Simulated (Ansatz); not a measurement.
System: body-centred tetragonal In. Method: r²SCAN+rVV10 (Ansatz, an electronic-structure program, plane waves, PAW).

Numerical settings: plane-wave cutoff 560 eV, 24×24×24 k mesh, Fermi–Dirac smearing 0.05 eV, scalar-relativistic PAW data made under PBE.

Cell (relaxed at this level):

```
CELL_PARAMETERS angstrom
     -1.61134     1.61134     2.47131
      1.61134    -1.61134     2.47131
      1.61134     1.61134    -2.47131
ATOMIC_POSITIONS crystal
  In 0.00000 0.00000 0.00000
```

Give the computed bulk modulus B0 and pressure derivative B′ of the bulk modulus.


- bulk modulus B0: 46.0 GPa
- pressure derivative B′ of the bulk modulus: 5.2

The run finds no gap.

Measured, for comparison: bulk modulus 44.7 GPa (copied from a table, unchecked, extrapolated to 0 K and zero-point effects removed; as tabulated in Lejaeghere et al. (2013), arXiv:1204.2733). Computed (rounded) less measured: bulk modulus not scored (unchecked).

Note: the bulk modulus comes from volumes at which shape and atoms were relaxed.

Spin–orbit coupling is not included.

Static lattice: no zero-point or thermal effects.
